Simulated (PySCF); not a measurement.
Multinuclear NMR of Acetyl fluoride

Bonds (- single, = double, # triple, : aromatic): C1-C2 1.488 Å, C2=O3 1.179 Å, C2-F4 1.351 Å. C1 carries H5, H6, H7.

PySCF 2.14 calculation with shieldings: GIAO B97-2/pcSseg-2 and coordinates at the PBE0-D3(BJ)/def2-TZVP level; no relativistic terms, one conformer, rapidly exchanging positions averaged, gas phase.

Task: Predict the ¹⁹F NMR data.

Result: 
```csv
atoms,environment,σ (ppm),δ (ppm)
F4,fluorine bonded to C,127.1,42.7
```

Shieldings were converted by a linear fit to measured shifts: ¹⁹F: δ = 163.32 − 0.949σ +9.6 on sp3 carbon (rms 4.2 ppm, 161 shifts, 5.7 ppm with the 8 outliers that the fit left out vs CFCl3, solution or neat liquid). Occasional misses reach two or three times the rms, and more in compound classes unlike the fitted ones.

On a 600 MHz spectrometer ¹⁹F resonates near 564.6 MHz, so 1 ppm is 564.6 Hz.

Task: What are the ¹⁷O shifts?

Result: 
| atoms | environment | σ (ppm) | δ (ppm) |
| --- | --- | --- | --- |
| O3 | carbonyl oxygen | -111.5 | 379.6 |

Shieldings were converted by a linear fit to measured shifts: ¹⁷O (scatter 12.2 ppm rms vs liquid water, solution or neat liquid). A few per cent of atoms miss by over 2 rms, more outside the fitted compound classes.

On a 300 MHz spectrometer ¹⁷O resonates near 40.7 MHz, so 1 ppm is 40.7 Hz.
